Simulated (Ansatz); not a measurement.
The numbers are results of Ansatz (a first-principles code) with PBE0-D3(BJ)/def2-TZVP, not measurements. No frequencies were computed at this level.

Ansatz 0.2 input:
```yaml
crystal:
  periodic: [false, false, false]
  atoms:
    - { symbol: F, position_ang: [1.45956, -0.229112, 0.518582] }
    - { symbol: Si, position_ang: [0.0, 0.0, 0.0] }
    - { symbol: F, position_ang: [-0.065496, 1.346331, -0.796767] }
    - { symbol: F, position_ang: [-0.982223, 0.065806, 1.217638] }
    - { symbol: F, position_ang: [-0.411841, -1.183026, -0.939453] }
basis:
  gaussian: { orbitals: def2-tzvp }
hamiltonian:
  xc: pbe0
  dispersion: d3bj
relax:
  max_steps: 150
```

Output:

```
Functional definition: PBE0
892 factors; their error is unknown
mean field evaluation 1: about -18740.0052 eV, gradient 5.7e1 eV
mean field evaluation 2: about -18735.9644 eV, gradient 8.1e1 eV
mean field evaluation 4: about -18744.1227 eV, gradient 4.3e-1 eV
mean field evaluation 8: about -18744.1981 eV, gradient 4.2e-3 eV
mean field -18744.19809188 eV, -688.8365746030 hartree, gradient 5.1e-5 eV, S^2 0.000000; 0 other end points of the search recorded, 0 dependent functions left out
reference -18744.19811065 eV, -688.8365752927 hartree; 25, 25 occupied and 136, 136 virtual orbitals, 892 factors
relax step   1: F+E_penalty+E_count = -18744.25291569 eV  Δ(F+E_penalty+E_count) = +0.000e0 eV  max|allowed force component| = 1.634e-1 eV/Å  Δτ_max = 0.0000 Å  (24 SCF iters, accepted)
these checks for a lower state are left out or cut short: starts, cluster_reference, orbital_swaps, neighbouring_geometries, increment
892 factors; their error is unknown
mean field evaluation 16: about -18744.1990 eV, gradient 2.1e-1 eV
mean field -18744.19904844 eV, -688.8366097557 hartree, gradient 1.3e-5 eV, S^2 0.000000; 0 other end points of the search recorded, 0 dependent functions left out
reference -18744.19906721 eV, -688.8366104456 hartree; 25, 25 occupied and 136, 136 virtual orbitals, 892 factors
relax step   2: F+E_penalty+E_count = -18744.25388873 eV  Δ(F+E_penalty+E_count) = -9.730e-4 eV  max|allowed force component| = 9.127e-2 eV/Å  Δτ_max = 0.0018 Å  (22 SCF iters, accepted)
these checks for a lower state are left out or cut short: starts, cluster_reference, orbital_swaps, neighbouring_geometries, increment
892 factors; their error is unknown
mean field -18744.19946465 eV, -688.8366250511 hartree, gradient 2.1e-5 eV, S^2 0.000000; 0 other end points of the search recorded, 0 dependent functions left out
reference -18744.19948343 eV, -688.8366257414 hartree; 25, 25 occupied and 136, 136 virtual orbitals, 892 factors
relax step   3: F+E_penalty+E_count = -18744.25432560 eV  Δ(F+E_penalty+E_count) = -4.369e-4 eV  max|allowed force component| = 7.563e-4 eV/Å  Δτ_max = 0.0022 Å  (27 SCF iters, accepted)
892 factors; their error is unknown
mean field evaluation 32: about -18740.0148 eV, gradient 5.7e1 eV
mean field -18744.19946465 eV, -688.8366250511 hartree, gradient 1.9e-5 eV, S^2 0.000000; 1 other end points of the search recorded, 0 dependent functions left out
reference -18744.19948343 eV, -688.8366257414 hartree; 25, 25 occupied and 136, 136 virtual orbitals, 892 factors
Total energy: -18744.25434439 eV, -688.8386418443 hartree
Atom 0 at     1.455809    -0.228523     0.517249 Å, force     0.000756    -0.000119     0.000269 eV/Å
Atom 1 at    -0.000000    -0.000000     0.000000 Å, force    -0.000003    -0.000003     0.000001 eV/Å
Atom 2 at    -0.065328     1.342871    -0.794719 Å, force    -0.000034     0.000698    -0.000413 eV/Å
Atom 3 at    -0.979698     0.065637     1.214509 Å, force    -0.000507     0.000034     0.000629 eV/Å
Atom 4 at    -0.410782    -1.179985    -0.937039 Å, force    -0.000212    -0.000610    -0.000485 eV/Å
Dipole moment:     0.000000     0.000000    -0.000000 e Å
```

Cost: roughly 15 core-seconds.
